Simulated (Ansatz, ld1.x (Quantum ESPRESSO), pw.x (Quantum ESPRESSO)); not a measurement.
**From atom to crystal: TM potential for rubidium**

- Element: rubidium
- Generator: ld1.x (Quantum ESPRESSO) 7.5
- Type: norm-conserving Troullier–Martins (Kleinman–Bylander form)
- Functional: PBE
- Relativity: scalar-relativistic
- Frozen core: [Kr]
- Valence charge: 1
- Reference configuration: 5s1 5p0
- Partial waves: 5p (bound, empty): rc 3.85 bohr; 4d channel at 0.45 Ry: rc 3.85 bohr; 5s (bound): rc 4.20 bohr
- Local potential: the s channel
- Core correction: Bessel-smoothed model core, default radius (core density twice the valence density)

Atomic tests: cutoffs needed: 6 Ry and 6 Ry (the cutoffs (Ry, on a coarse ladder) from which the occupation-weighted sum of valence levels, in a spherical-Bessel basis at the reference potential, stays within 10 and 1 mRy of its value at 400 Ry); ghost test: no extra level below or beside the all-electron valence levels (p, d, s, f tested) (spherical-Bessel basis up to 400 Ry, 20 bohr box); largest excitation error: -4.5 meV (all-electron minus pseudo) for 5s0 5p1, out of 2 test configurations.

Crystal test: bcc Rb in pw.x 7.5, no spin, 8³ k-points, Fermi–Dirac smearing 0.01 Ry, cutoffs 50/200 Ry. The reference is all-electron LAPW (Ansatz 0.2.0) with the same functional, mesh and smearing; V0 and B0 come from Birch–Murnaghan fits to the pressures at five volumes. Errors are pseudo minus all-electron; Δ is the rms difference of the E(V) curves that follow from these fits, minima aligned, over ±6 % about the mean V0. Mesh and smearing are coarse, so the numbers serve the comparison and aren't converged zero-temperature values; the lattice is a test structure that the element need not adopt.

```
V (Å³/atom)  P all-electron (GPa)  P pseudo (GPa)
     87.211                  0.15            0.34
     89.506                  0.07            0.24
     91.801                 -0.00            0.15
     94.096                 -0.07            0.07
     96.391                 -0.12            0.01
```

All-electron: a0 = 5.681 Å (V0 = 91.67 Å³/atom), B0 = 2.7 GPa.

Pseudopotential: mean pressure error (GPa): +0.16. The pressure does not cross zero within the volumes sampled, so no fit is given. This is a poor potential for the solid.

**Question.** At the middle volume, how do free energy and pressure move when the wave cutoff is lowered (ecutrho kept at four times it)?

**Answer.**

```csv
cutoff (Ry),shift of F (meV/atom),shift of P (GPa)
22,+2.6,+0.02
30,+2.2,+0.02
40,+1.5,+0.01
```

The run at the middle volume (29 k-points, 5 iterations) took about 14 s on one core of a shared host (Neoverse-V1, 32 threads, 247 GiB, load 64).
